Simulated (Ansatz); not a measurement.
**Worked example: correlation energy of NbH, quintet**

Geometry: a point of a stretch scan, not a stationary point.

| atom | x (Å) | y (Å) | z (Å) |
| --- | --- | --- | --- |
| Nb | 0.0000 | 0.0000 | 0.0000 |
| H | 0.0000 | 0.0000 | 1.6100 |

Basis def2-TZVP with its core potentials; Ansatz 0.2.0. Correlated methods freeze the noble-gas cores, which leaves 6 electrons in 42 orbitals. R marks a restricted (for open shells ROHF) determinant. No spin–orbit coupling is included; scalar relativity enters through the core potentials alone. The metal's outer-core shells are frozen, which leaves out core–valence correlation.

Full CI is exact within this basis and frozen core; it isn't the basis-set limit.

RCCSD has a T1 diagnostic of 0.042 and a largest doubles amplitude of 0.06.

Runs differ by some tens of microhartree through their thresholds and, for an open shell, their frozen cores, so steps under 0.03 kcal/mol mean nothing.

Here the R and U totals at CCSDT(Q) differ by 2.30 kcal/mol, a measure of how far such totals hang on the determinant and its frozen core.

```csv
level,total energy (hartree)
RHF,-56.874894
RMP2,-56.943791
RCCSD,-56.958906
RCCSD(T),-56.960971
RCCSDT,-56.961549
RCCSDT(Q),-56.961607
full CI,-56.961554
```

**Question.** What is the correlation energy at full CI, and what share of it do RMP2 and RCCSD recover?

**Answer.** E(corr) = -56.961554 − (-56.874894) = -0.086660 hartree = -2.358 eV. RMP2: -0.068897 / -0.086660 = 79.50 %. RCCSD: -0.084012 / -0.086660 = 96.94 %.

**Question.** By how many kcal/mol does RCCSD(T) miss full CI (1 hartree = 627.509 kcal/mol), and which steps make up the rest?

**Answer.** -56.960971 − (-56.961554) = 0.000583 hartree = 0.37 kcal/mol. Steps: RCCSDT − RCCSD(T) = -0.36, RCCSDT(Q) − RCCSDT = -0.04, full CI − RCCSDT(Q) = 0.03 kcal/mol. That is within 1 kcal/mol of the reference in this basis, which itself misses far more of the correlation at the basis-set limit.
